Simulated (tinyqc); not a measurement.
CIS and TDHF on RHF in the sto-3g basis, for H2O, spin multiplicity 1, step by step. One step of it, computed by the program tinyqc.

Problem. CIS matrix, triplets. A(ia,jb) = (e_a - e_i) d_ij d_ab - (ij|ab).

orbital energies (hartree): MO1 -20.262969, MO2 -1.251554, MO3 -0.565426, MO4 -0.473477, MO5 -0.395797, MO6 0.564333, MO7 0.642578

Two-electron integrals over orbitals (pq|rs), unique and non-zero (hartree):
```
(11|11) 4.745710    (21|11) -0.419698   (21|21) 0.058924    (22|11) 1.007766
(22|21) -0.013513   (22|22) 0.727264    (31|31) 0.011437    (32|31) 0.017901
(32|32) 0.138032    (33|11) 0.797042    (33|21) -0.004654   (33|22) 0.639667
(33|33) 0.622927    (41|11) 0.189122    (41|21) -0.023846   (41|22) 0.015359
(41|33) 0.006497    (41|41) 0.026485    (42|11) -0.147636   (42|21) 0.009264
(42|22) -0.007201   (42|33) 0.003836    (42|41) 0.016792    (42|42) 0.125969
(43|31) -0.003808   (43|32) 0.020381    (43|43) 0.052157    (44|11) 0.955634
(44|21) -0.012530   (44|22) 0.661288    (44|33) 0.586547    (44|41) -0.009422
(44|42) -0.098169   (44|44) 0.732596    (51|51) 0.026002    (52|51) 0.032619
(52|52) 0.145819    (53|53) 0.028456    (54|51) -0.013759   (54|52) -0.049096
(54|54) 0.053888    (55|11) 1.115348    (55|21) -0.011814   (55|22) 0.748536
(55|33) 0.624122    (55|41) 0.005318    (55|42) -0.079387   (55|44) 0.704852
(55|55) 0.880159    (61|11) -0.212073   (61|21) 0.032391    (61|22) 0.000289
(61|33) 0.000914    (61|41) 0.000935    (61|42) 0.021252    (61|44) -0.018477
(61|55) -0.005592   (61|61) 0.029555    (62|11) 0.289707    (62|21) -0.005832
(62|22) 0.140864    (62|33) 0.078017    (62|41) 0.018892    (62|42) 0.023196
(62|44) 0.069622    (62|55) 0.150826    (62|61) 0.010139    (62|62) 0.101242
(63|31) 0.003539    (63|32) -0.029737   (63|43) -0.029723   (63|63) 0.064207
(64|11) 0.250207    (64|21) -0.003262   (64|22) 0.107173    (64|33) 0.049057
(64|41) -0.000068   (64|42) -0.052784   (64|44) 0.130974    (64|55) 0.135813
(64|61) -0.002880   (64|62) 0.057405    (64|64) 0.089030    (65|51) 0.013993
(65|52) 0.053805    (65|54) 0.001735    (65|65) 0.036783    (66|11) 0.820407
(66|21) -0.007391   (66|22) 0.618973    (66|33) 0.570088    (66|41) 0.019727
(66|42) 0.049841    (66|44) 0.557084    (66|55) 0.596527    (66|61) 0.009676
(66|62) 0.102125    (66|64) 0.050153    (66|66) 0.604086    (71|31) 0.014778
(71|32) 0.021823    (71|43) -0.005039   (71|63) 0.004016    (71|71) 0.019135
(72|31) 0.014141    (72|32) 0.043581    (72|43) -0.036720   (72|63) 0.034303
(72|71) 0.017421    (72|72) 0.063040    (73|11) 0.361550    (73|21) -0.007308
(73|22) 0.141580    (73|33) 0.089843    (73|41) -0.000632   (73|42) -0.084867
(73|44) 0.143569    (73|55) 0.192563    (73|61) -0.006795   (73|62) 0.071851
(73|64) 0.094904    (73|66) 0.042126    (73|73) 0.159421    (74|31) -0.009692
(74|32) -0.079259   (74|43) -0.005891   (74|63) 0.046518    (74|71) -0.012400
(74|72) -0.014656   (74|74) 0.074063    (75|53) 0.023572    (75|75) 0.023517
(76|31) 0.008093    (76|32) 0.088561    (76|43) 0.053371    (76|63) -0.056005
(76|71) 0.010025    (76|72) -0.011779   (76|74) -0.060670   (76|76) 0.108557
(77|11) 0.833232    (77|21) -0.008440   (77|22) 0.612580    (77|33) 0.599620
(77|41) 0.004427    (77|42) -0.010413   (77|44) 0.587040    (77|55) 0.608720
(77|61) -0.003539   (77|62) 0.062960    (77|64) 0.041310    (77|66) 0.565225
(77|73) 0.080601    (77|77) 0.603923
```

Give: CIS matrix A, triplet.

Solution.

CIS matrix A, triplet (hartree):
```
         1>6      1>7      2>6      2>7      3>6      3>7      4>6      4>7
1>6  20.0069   0.0000   0.0074   0.0000   0.0000  -0.0081  -0.0197   0.0000
1>7   0.0000  20.0723   0.0000   0.0084  -0.0081   0.0000   0.0000  -0.0044
2>6   0.0074   0.0000   1.1969   0.0000   0.0000  -0.0886  -0.0498   0.0000
2>7   0.0000   0.0084   0.0000   1.2816  -0.0886   0.0000   0.0000   0.0104
3>6   0.0000  -0.0081   0.0000  -0.0886   0.5597   0.0000   0.0000  -0.0534
3>7  -0.0081   0.0000  -0.0886   0.0000   0.0000   0.6084  -0.0534   0.0000
4>6  -0.0197   0.0000  -0.0498   0.0000   0.0000  -0.0534   0.4807   0.0000
4>7   0.0000  -0.0044   0.0000   0.0104  -0.0534   0.0000   0.0000   0.5290
5>6   0.0000   0.0000   0.0000   0.0000   0.0000   0.0000   0.0000   0.0000
5>7   0.0000   0.0000   0.0000   0.0000   0.0000   0.0000   0.0000   0.0000

        5>6     5>7
1>6  0.0000  0.0000
1>7  0.0000  0.0000
2>6  0.0000  0.0000
2>7  0.0000  0.0000
3>6  0.0000  0.0000
3>7  0.0000  0.0000
4>6  0.0000  0.0000
4>7  0.0000  0.0000
5>6  0.3636  0.0000
5>7  0.0000  0.4297
```
